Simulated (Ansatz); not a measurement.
# AlBH: the cost of one run

Computed with Ansatz 0.2.0, Gaussian basis. Level: def2-QZVPP, all electrons in the functionals.

The runs, in order: PBE, BLYP, r2SCAN, B97M-V, PBE0, B3LYP, wB97M-V, at charge 0, doublet; charge 0, quartet; charge 1, singlet; charge 1, triplet.

2 further runs of the same task are left out: 2 set aside as unsound or not needed.

## Step 1: What is computed

The geometry is a PBE0/def2-TZVP stationary point (not a proven minimum).

3 atoms, charge 0, spin multiplicity 2.

Atoms are counted from 1 here; the program's logs count them from 0.

Bond lengths: B1–Al2 2.077 Å, Al2–H3 1.601 Å. Angles: B1–Al2–H3 125.0°.

No dispersion term is added; B97M-V, wB97M-V hold VV10 nonlocal correlation. B3LYP takes the VWN-RPA correlation.

The geometry shown and the zero of energy belong to the point charge 0, doublet. The yardstick, UCCSD(T), and other wave-function levels (R restricted, U unrestricted, valence and pair active spaces) come from earlier runs.

## Step 2: PBE, charge 0, doublet

in.yaml

```yaml
crystal:
  periodic: [false, false, false]
  atoms:
    - {symbol: B, position_ang: [0.000000, -0.138799, 1.515922]}
    - {symbol: Al, position_ang: [0.000000, 0.096806, -0.547327]}
    - {symbol: H, position_ang: [0.000000, -1.102664, -1.608146]}
basis:
  gaussian: {orbitals: "def2-QZVPP.json"}
magnetization: {spin_polarized: true, initial_magnetization: 1}
hamiltonian: {xc: {name: PBE}}
output: {orbitals: {seedname: orbitals}}
```

On the command line:

```
$ ansatz run in.yaml --threads 1 --pin off --events-out ev --progress --plain --max-ram 2393MiB
```

**Question.** How long does this run take on 1 thread of Intel Xeon Platinum 8259CL at 2.50GHz, shared host, and how much memory does it need?

About 32 s, with a peak of 0.31 GiB.
